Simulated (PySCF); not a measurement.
Computed with PBE-D3(BJ)/def2-TZVP in PySCF. Gas-phase values, no solvent. One relaxed conformer stands for a flexible species; it need not be the lowest. 

Reference species (SMILES): `[NH2][In][NH2]` (neutral, multiplicity 2).

| Item | Result |
|---|---|
| highest occupied spin orbital | -4.58 eV |

Changed species: `[OH]` (radical fragment; the reference has radical fragment).

### Question
Give the shifts of the highest occupied spin orbital.

### Answer
the highest occupied spin orbital falls by 2.57 eV, to -7.15 eV.
